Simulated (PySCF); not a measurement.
# C₃HCl₃: circular dichroism and optical rotation, excited states, first hyperpolarisability

Wanted: circular dichroism and optical rotation, excited states, first hyperpolarisability for C₃HCl₃ (`ClC=C=C(Cl)Cl`).

Computed with PySCF 2.14.0 and routines of our own; the level stands in each step. Atoms count from 0.

## Step 1: The starting structure

7 atoms, charge 0, multiplicity 1; geometry from: GFN2-xTB.

## Step 2: Geometry optimisation at PBE0-D3(BJ)/def2-TZVP

The job: settings as JSON, then the geometry in Å.

```
{"job": {"xc": "PBE0", "basis": "def2-TZVP", "d3": "d3bj", "grid": 2, "kind": "geom"}, "charge": 0, "multiplicity": 1}
Cl     2.323742     0.506018     1.139285
C      1.339397    -0.045498    -0.169710
C      0.043305    -0.045650    -0.118273
C     -1.248659    -0.013662     0.010271
Cl    -2.201968     1.339218    -0.483192
Cl    -2.158285    -1.349851     0.617853
H      1.905802    -0.385672    -1.023312
```

Command:

```
OMP_NUM_THREADS=1 python excited_run.py task.json out
```

The driver reads the jobs from task.json and runs them one after another.

The log of the run:

```text
step   0  E = -1494.94401565  max force = 0.003559
step   1  E = -1494.94363726  max force = 0.005491
step   2  E = -1494.94388623  max force = 0.005814
step   3  E = -1494.94415386  max force = 0.002694
step   4  E = -1494.94425885  max force = 0.001143
step   5  E = -1494.94429379  max force = 0.001318
step   6  E = -1494.94429593  max force = 0.000903
step   7  E = -1494.94430299  max force = 0.000320
optimisation converged
```

It took 82 s on 1 thread of Arm Neoverse V2, shared host; peak memory 0.85 GiB.

Relaxation path: (the energy doesn't fall at every step)

```tsv
step	energy from step 0 (eV)	largest force component (eV/Å)
0	0.0000	0.1830
1	0.0103	0.2824
2	0.0035	0.2990
3	-0.0038	0.1385
4	-0.0066	0.0588
5	-0.0076	0.0678
6	-0.0076	0.0464
7	-0.0078	0.0165
```

Distances of close pairs at the start and the end, largest changes first:

```tsv
bond	before (Å)	after (Å)	change (Å)
C3–Cl4	1.727	1.717	-0.010
C3–Cl5	1.727	1.718	-0.008
C1–H6	1.079	1.084	+0.004
Cl0–C1	1.728	1.724	-0.004
C2–C3	1.299	1.297	-0.001
C1–C2	1.297	1.296	-0.001
```

The end geometry stands in the next job.

```tsv
at the end point	value
point group (found at 0.08 Å tolerance)	Cs
rotational constants (GHz, main isotopes)	3.050, 0.869, 0.712
dipole moment (D)	1.09
```

## Step 3: Circular dichroism and optical rotation: TDDFT CAM-B3LYP/aug-cc-pVTZ

The job: settings as JSON, then the geometry in Å.

```
{"job": {"kind": "ecd", "xc": "CAM-B3LYP", "basis": "aug-cc-pVTZ", "nstates": 12}, "charge": 0, "multiplicity": 1}
Cl     2.223318    -0.207912     1.452532
C      1.276848    -0.413390     0.026028
C      0.040976    -0.034165    -0.067356
C     -1.196805     0.340347    -0.169948
Cl    -1.645469     1.905041    -0.717578
Cl    -2.507872    -0.694234     0.234415
H      1.814089    -0.890201    -0.785619
```

With the program's defaults for keys left out, this is: TDDFT CAM-B3LYP/aug-cc-pVTZ circular dichroism and optical rotation, one conformer, gas phase.

The log of the run:

```text
coarse grid: 8752 points
cycle   1  E = -1495.4312899872  dE =  1.101e+00  |g| = 4.987e-01  |ddm| = 5.583e+00
cycle   2  E = -1495.3998469890  dE =  3.144e-02  |g| = 6.782e-01  |ddm| = 1.592e+00
cycle   3  E = -1495.4988770508  dE = -9.903e-02  |g| = 5.357e-02  |ddm| = 9.014e-01
cycle   4  E = -1495.4990891982  dE = -2.121e-04  |g| = 5.329e-02  |ddm| = 1.552e-01
cycle   5  E = -1495.4998042774  dE = -7.151e-04  |g| = 5.636e-03  |ddm| = 7.782e-02
cycle   6  E = -1495.4998172117  dE = -1.293e-05  |g| = 2.301e-03  |ddm| = 1.755e-02
cycle   7  E = -1495.4998189682  dE = -1.756e-06  |g| = 1.275e-03  |ddm| = 5.425e-03
final grid: 74240 points
cycle   8  E = -1495.5193851500  dE = -1.619e-05  |g| = 3.340e-03  |ddm| = 1.230e-01
cycle   9  E = -1495.5193851361  dE =  1.389e-08  |g| = 3.070e-03  |ddm| = 1.188e-02
cycle  10  E = -1495.5193870228  dE = -1.887e-06  |g| = 4.159e-04  |ddm| = 4.456e-03
cycle  11  E = -1495.5193870651  dE = -4.233e-08  |g| = 9.869e-05  |ddm| = 7.068e-04
cycle  12  E = -1495.5193870671  dE = -2.005e-09  |g| = 4.979e-05  |ddm| = 2.353e-04
cycle  13  E = -1495.5193870678  dE = -6.571e-10  |g| = 1.420e-05  |ddm| = 8.568e-05
converged SCF energy = -1495.5193870678

Singlet excitations and rotatory strengths (1e-40 esu^2 cm^2)
state   eV       nm     f(len)   f(vel)    R(len)    R(vel)   main configurations
  1   4.8100   257.8  0.00000  0.00000     0.058     0.058   H->L 0.94
  2   5.2417   236.5  0.00018  0.00013     0.022     0.022   H-1->L+1 0.91
  3   5.9257   209.2  0.00988  0.00984     0.005     0.005   H->L+1 0.55, H-1->L 0.40
  4   6.2081   199.7  0.00028  0.00029    -0.023    -0.024   H->L+3 0.62, H->L+4 0.23
  5   6.5858   188.3  1.14754  1.15399    -2.445    -2.492   H-1->L 0.54, H->L+1 0.38
  6   6.8143   181.9  0.00719  0.00794     0.006     0.005   H->L+2 0.79
  7   6.8688   180.5  0.00037  0.00023     1.696     1.721   H-1->L+2 0.65, H-1->L+3 0.12
  8   6.9968   177.2  0.00017  0.00019    -0.051    -0.051   H-3->L 0.94
  9   7.1163   174.2  0.00418  0.00413     0.178     0.177   H-3->L+1 0.86
 10   7.1563   173.3  0.00003  0.00004     1.707     1.742   H-2->L+1 0.56, H-1->L+3 0.12
 11   7.1833   172.6  0.00044  0.00045    -1.508    -1.487   H-2->L+1 0.32, H-1->L+3 0.17, H-2->L+3 0.10
 12   7.1892   172.5  0.00283  0.00297    -0.243    -0.294   H-2->L 0.80

Specific rotation (deg / (dm g/mL))
    nm     length   length(OI)   velocity    alpha(len)  alpha(vel)
  633.0      -1.82      -1.85      -1.91       89.826     91.503
  589.3      -2.15      -2.18      -2.25       90.387     92.070
  546.0      -2.57      -2.61      -2.70       91.099     92.789
  436.0      -4.49      -4.56      -4.71       94.172     95.894
  405.0      -5.45      -5.54      -5.72       95.643     97.380
  365.0      -7.22      -7.33      -7.58       98.324    100.087
  355.0      -7.79      -7.91      -8.18       99.195    100.968
```

Wall time 2.1 min (1 thread of Arm Neoverse V2, shared host); peak memory 1.1 GiB.

## Step 4: Excited states: TDA CAM-B3LYP/def2-TZVPD

Settings changed since step 3:

```diff
@@ -1,2 +1,2 @@
-{"job": {"kind": "ecd", "xc": "CAM-B3LYP", "basis": "aug-cc-pVTZ", "nstates": 12}, "charge": 0, "multiplicity": 1}
+{"job": {"kind": "states", "xc": "CAM-B3LYP", "basis": "def2-TZVPD", "tda": true, "soc": true, "nstates": 6, "ntriplets": 5, "nquad": 4}, "charge": 0, "multiplicity": 1}
 Cl     2.223318    -0.207912     1.452532
```

Level: TDA CAM-B3LYP/def2-TZVPD excited states, vertical, gas phase, spin-orbit mean-field couplings.

The log of the run:

```text
coarse grid: 8752 points
cycle   1  E = -1495.4426020533  dE =  1.088e+00  |g| = 5.007e-01  |ddm| = 3.139e+00
cycle   2  E = -1495.4119612010  dE =  3.064e-02  |g| = 6.759e-01  |ddm| = 2.090e+00
cycle   3  E = -1495.5096821638  dE = -9.772e-02  |g| = 5.409e-02  |ddm| = 1.121e+00
cycle   4  E = -1495.5098964097  dE = -2.142e-04  |g| = 5.366e-02  |ddm| = 1.711e-01
cycle   5  E = -1495.5106151411  dE = -7.187e-04  |g| = 6.194e-03  |ddm| = 7.193e-02
cycle   6  E = -1495.5106313078  dE = -1.617e-05  |g| = 2.247e-03  |ddm| = 1.940e-02
cycle   7  E = -1495.5106329175  dE = -1.610e-06  |g| = 1.332e-03  |ddm| = 6.696e-03
final grid: 74240 points
cycle   8  E = -1495.5034446740  dE = -1.364e-05  |g| = 3.706e-03  |ddm| = 1.433e-01
cycle   9  E = -1495.5034445795  dE =  9.447e-08  |g| = 3.302e-03  |ddm| = 1.088e-02
cycle  10  E = -1495.5034465650  dE = -1.985e-06  |g| = 4.785e-04  |ddm| = 4.210e-03
cycle  11  E = -1495.5034466191  dE = -5.405e-08  |g| = 8.626e-05  |ddm| = 7.390e-04
cycle  12  E = -1495.5034466207  dE = -1.580e-09  |g| = 4.095e-05  |ddm| = 3.682e-04
cycle  13  E = -1495.5034466211  dE = -4.497e-10  |g| = 1.647e-05  |ddm| = 8.494e-05
converged SCF energy = -1495.5034466211

Singlet excitations
state   eV       nm        f     d(h-e)  d(exc)  Lambda  PR(NTO)  |dmu|/D   mu/D   main configurations
  1   4.8259   256.9   0.00000   0.744   2.862   0.535   1.080    1.900    1.661   H->L 0.93
  2   5.2638   235.5   0.00008   0.657   2.877   0.512   1.083    1.567    2.319   H-1->L+1 0.91
  3   6.1348   202.1   0.00910   0.084   3.185   0.668   1.843    0.039    1.127   H->L+1 0.43, H-1->L 0.29, H->L+3 0.14
  4   6.2017   199.9   0.00187   0.678   3.015   0.487   1.337    2.172    2.926   H->L+2 0.28, H->L+3 0.28, H->L+1 0.11
  5   6.8840   180.1   1.42489   0.251   3.112   0.715   2.206                     H-1->L 0.49, H->L+1 0.38
  6   6.9305   178.9   0.00226   0.549   3.299   0.389   1.271                     H-1->L+3 0.79

Triplet excitations (Tamm-Dancoff)
state   eV     d(h-e)  d(exc)  Lambda  PR(NTO)   main configurations
  1   3.9079   0.156   2.520   0.719   1.723   H->L+1 0.61, H-1->L 0.25
  2   4.0964   0.144   2.545   0.724   1.719   H-1->L 0.62, H->L+1 0.26
  3   4.4514   0.743   2.813   0.533   1.056   H->L 0.94
  4   4.8488   0.647   2.818   0.507   1.049   H-1->L+1 0.91
  5   5.6137   0.826   2.775   0.408   1.161   H->L+3 0.37, H->L+2 0.32, H->L+6 0.08
S1 - T1 = 0.9181 eV

Spin-orbit couplings |<S|Hso|T>| (cm-1)
             T1       T2       T3       T4       T5
S0        4.802    2.927   68.885  109.002  116.709
S1       60.386   13.042    0.240    0.591   37.864
S2       40.535   20.131    0.953    0.576    6.670
S3       13.431    1.091   48.249   61.057   36.065
S4       22.920    3.306   20.463   29.438   22.015
S5        1.110    0.950   22.453    4.108   25.295
S6       19.116   28.116   20.652   18.192   29.855
T1 sublevels (cm-1): 0.000 0.559 0.617   radiative rates (1/s): 0.54 5.57 0.357
```

Wall time 37 s (1 thread of Arm Neoverse V2, shared host); peak memory 0.91 GiB.

Key values:

```tsv
quantity	value
S1 less T1	0.92 eV
```

## Step 5: Excited states: TDDFT CAM-B3LYP/aug-cc-pVTZ

The job: settings as JSON, then the geometry in Å.

```
{"job": {"kind": "states", "xc": "CAM-B3LYP", "basis": "aug-cc-pVTZ", "tpa": true, "nstates": 8, "nquad": 6, "ntriplets": 0}, "charge": 0, "multiplicity": 1}
Cl     2.223318    -0.207912     1.452532
C      1.276848    -0.413390     0.026028
C      0.040976    -0.034165    -0.067356
C     -1.196805     0.340347    -0.169948
Cl    -1.645469     1.905041    -0.717578
Cl    -2.507872    -0.694234     0.234415
H      1.814089    -0.890201    -0.785619
```

Method: TDDFT CAM-B3LYP/aug-cc-pVTZ excited states, vertical, gas phase, two-photon moments by quadratic response.

The log of the run:

```text
coarse grid: 8752 points
cycle   1  E = -1495.4312899872  dE =  1.101e+00  |g| = 4.987e-01  |ddm| = 5.583e+00
cycle   2  E = -1495.3998469890  dE =  3.144e-02  |g| = 6.782e-01  |ddm| = 1.592e+00
cycle   3  E = -1495.4988770508  dE = -9.903e-02  |g| = 5.357e-02  |ddm| = 9.014e-01
cycle   4  E = -1495.4990891982  dE = -2.121e-04  |g| = 5.329e-02  |ddm| = 1.552e-01
cycle   5  E = -1495.4998042774  dE = -7.151e-04  |g| = 5.636e-03  |ddm| = 7.782e-02
cycle   6  E = -1495.4998172117  dE = -1.293e-05  |g| = 2.301e-03  |ddm| = 1.755e-02
cycle   7  E = -1495.4998189682  dE = -1.756e-06  |g| = 1.275e-03  |ddm| = 5.425e-03
final grid: 74240 points
cycle   8  E = -1495.5193851500  dE = -1.619e-05  |g| = 3.340e-03  |ddm| = 1.230e-01
cycle   9  E = -1495.5193851361  dE =  1.389e-08  |g| = 3.070e-03  |ddm| = 1.188e-02
cycle  10  E = -1495.5193870228  dE = -1.887e-06  |g| = 4.159e-04  |ddm| = 4.456e-03
cycle  11  E = -1495.5193870651  dE = -4.233e-08  |g| = 9.869e-05  |ddm| = 7.068e-04
cycle  12  E = -1495.5193870671  dE = -2.005e-09  |g| = 4.979e-05  |ddm| = 2.353e-04
cycle  13  E = -1495.5193870678  dE = -6.571e-10  |g| = 1.420e-05  |ddm| = 8.568e-05
converged SCF energy = -1495.5193870678

Singlet excitations
state   eV       nm        f     d(h-e)  d(exc)  Lambda  PR(NTO)  |dmu|/D   mu/D   delta(TPA)   sigma/GM   main configurations
  1   4.8103   257.7   0.00000   0.755   2.854   0.532   1.080    1.995    1.735        0.09      0.001   H->L 0.94
  2   5.2422   236.5   0.00018   0.680   2.878   0.500   1.045    1.597    2.347        0.11      0.001   H-1->L+1 0.91
  3   5.9262   209.2   0.00988   0.273   3.201   0.726   2.064    0.756    0.933      186.59      2.401   H->L+1 0.55, H-1->L 0.40
  4   6.2099   199.7   0.00028   0.927   2.943   0.421   1.090    2.993    3.715        2.73      0.039   H->L+3 0.62, H->L+4 0.23
  5   6.5865   188.2   1.14811   0.276   3.041   0.708   2.224    0.530    0.917        6.02      0.096   H-1->L 0.54, H->L+1 0.38
  6   6.8144   181.9   0.00718   0.953   4.085   0.298   1.031    3.762    2.623       42.00      0.715   H->L+2 0.79
  7   6.8694   180.5   0.00037   1.017   3.665   0.272   1.091                                            H-1->L+2 0.65, H-1->L+3 0.12
  8   6.9970   177.2   0.00018   1.990   3.177   0.304   1.044                                            H-3->L 0.94
```

Wall time 62 s (1 thread of Arm Neoverse V2, shared host); peak memory 1.1 GiB.

## Step 6: First hyperpolarisability: quadratic response CAM-B3LYP/aug-cc-pVTZ

The job: settings as JSON, then the geometry in Å.

```
{"job": {"kind": "beta", "xc": "CAM-B3LYP", "basis": "aug-cc-pVTZ"}, "charge": 0, "multiplicity": 1}
Cl     2.223318    -0.207912     1.452532
C      1.276848    -0.413390     0.026028
C      0.040976    -0.034165    -0.067356
C     -1.196805     0.340347    -0.169948
Cl    -1.645469     1.905041    -0.717578
Cl    -2.507872    -0.694234     0.234415
H      1.814089    -0.890201    -0.785619
```

With the program's defaults for keys left out, this is: quadratic response CAM-B3LYP/aug-cc-pVTZ first hyperpolarisability, Taylor convention, gas phase.

The log of the run:

```text
coarse grid: 8752 points
cycle   1  E = -1495.4312899872  dE =  1.101e+00  |g| = 4.987e-01  |ddm| = 5.583e+00
cycle   2  E = -1495.3998469890  dE =  3.144e-02  |g| = 6.782e-01  |ddm| = 1.592e+00
cycle   3  E = -1495.4988770508  dE = -9.903e-02  |g| = 5.357e-02  |ddm| = 9.014e-01
cycle   4  E = -1495.4990891982  dE = -2.121e-04  |g| = 5.329e-02  |ddm| = 1.552e-01
cycle   5  E = -1495.4998042774  dE = -7.151e-04  |g| = 5.636e-03  |ddm| = 7.782e-02
cycle   6  E = -1495.4998172117  dE = -1.293e-05  |g| = 2.301e-03  |ddm| = 1.755e-02
cycle   7  E = -1495.4998189682  dE = -1.756e-06  |g| = 1.275e-03  |ddm| = 5.425e-03
final grid: 74240 points
cycle   8  E = -1495.5193851500  dE = -1.619e-05  |g| = 3.340e-03  |ddm| = 1.230e-01
cycle   9  E = -1495.5193851361  dE =  1.389e-08  |g| = 3.070e-03  |ddm| = 1.188e-02
cycle  10  E = -1495.5193870228  dE = -1.887e-06  |g| = 4.159e-04  |ddm| = 4.456e-03
cycle  11  E = -1495.5193870651  dE = -4.233e-08  |g| = 9.869e-05  |ddm| = 7.068e-04
cycle  12  E = -1495.5193870671  dE = -2.005e-09  |g| = 4.979e-05  |ddm| = 2.353e-04
cycle  13  E = -1495.5193870678  dE = -6.571e-10  |g| = 1.420e-05  |ddm| = 8.568e-05
converged SCF energy = -1495.5193870678

Lowest singlets (eV, f): 4.8103 0.0000  5.2422 0.0002  5.9262 0.0099

First hyperpolarisability (au)
process     nm      |vector|   parallel      HRS      DR
static         -       87.45     -41.63      39.66   3.865
shg       1907.0       92.99     -44.08      42.04   3.872
eope      1907.0       89.24     -42.42          -       -
shg       1064.0      107.37     -50.42      48.23   3.875
eope      1064.0       93.40     -44.26          -       -
```

Wall time 47 s (1 thread of Arm Neoverse V2, shared host); peak memory 1.1 GiB.

## Step 7: Outcome

| quantity | value |
| --- | --- |
| point group | Cs |
| rotational constants (main isotopes) | 3.05, 0.87, 0.71 GHz |
| state of largest rotatory strength (velocity form) among 12 (step 3, TDDFT CAM-B3LYP/aug-cc-pVTZ) | 6.59 eV, R = -2.5 (velocity), -2.4 (length) ·10⁻⁴⁰ esu² cm² |
| specific rotation at 633.0 nm (step 3, TDDFT CAM-B3LYP/aug-cc-pVTZ) | -1.9 (velocity), -1.8 (length) |
| S1 less T1 (step 4, TDA CAM-B3LYP/def2-TZVPD) | 0.92 eV |
| β vector (step 6, quadratic response CAM-B3LYP/aug-cc-pVTZ) | static 87, SHG 1907.0 nm 93, SHG 1064.0 nm 107 au |

**Reading.** Over 7 steps the energy fell by 0.008 eV; of the close pairs, C3–Cl4 changed most, 1.727 to 1.717 Å. The geometry is achiral, so these rotations and rotatory strengths are numerical residue. In step 4, the number of triplets below S1 is 3, and the largest singlet-triplet spin-orbit coupling is S0–T5, 116.71 cm⁻¹. β grows from 87 au (static) to 107 au for doubling at 1064.0 nm: normal dispersion, which grows as twice the photon energy moves toward the bright states.
